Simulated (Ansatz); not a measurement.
System: bcc W. Method: r²SCAN (Ansatz, a program for electronic structure, PAW).

Settings: plane-wave cutoff 560 eV, 24×24×24 k mesh, Fermi–Dirac smearing 0.05 eV, no spin polarisation, scalar-relativistic PAW data made under PBE.

Computed points:

```json
[
 {"V (Å³/atom)": "14.955", "E − E_lowest (meV/atom)": "63.53", "P (GPa)": "22.42"},
 {"V (Å³/atom)": "15.273", "E − E_lowest (meV/atom)": "27.30", "P (GPa)": "14.20"},
 {"V (Å³/atom)": "15.591", "E − E_lowest (meV/atom)": "6.62", "P (GPa)": "6.76"},
 {"V (Å³/atom)": "15.910", "E − E_lowest (meV/atom)": "0.00", "P (GPa)": "0.02"},
 {"V (Å³/atom)": "16.228", "E − E_lowest (meV/atom)": "6.12", "P (GPa)": "-6.08"},
 {"V (Å³/atom)": "16.546", "E − E_lowest (meV/atom)": "23.77", "P (GPa)": "-11.59"},
 {"V (Å³/atom)": "16.864", "E − E_lowest (meV/atom)": "51.80", "P (GPa)": "-16.55"}
]
```

### Question
Estimate the bulk modulus from the pressures at 15.591 and 16.228 Å³/atom, and compare it with a fit to all energies.

### Answer
B = −V dP/dV. Between V = 15.591 and 16.228 Å³/atom, dP/dV = (-6.08 − (6.76))/(16.228 − 15.591) = -20.2 GPa per Å³/atom; at the midpoint 15.910 Å³/atom this gives B ≈ 321 GPa. The third-order Birch–Murnaghan fit gives V0 = 15.910 Å³/atom, B0 = 320 GPa, B′ = 4.0, which lies within 1 % of that estimate.

Measured, for comparison: bulk modulus 312 GPa (zero-point energy and finite temperature contributions removed, our sources range from 300 to 328; as tabulated in doi:10.1021/acs.jctc.3c00612); equilibrium volume per atom 15.78 Å³/atom (static lattice: zero-point anharmonic expansion removed; as tabulated in Mejia-Rodriguez and Trickey (2018), arXiv:1807.09216). Computed (rounded) less measured: bulk modulus +3 % (inside the range of the sources held), equilibrium volume per atom +0.8 %.

Spin–orbit coupling is not included.

Static lattice: no zero-point or thermal effects.

It cost very roughly 90 core-seconds of CPU time.
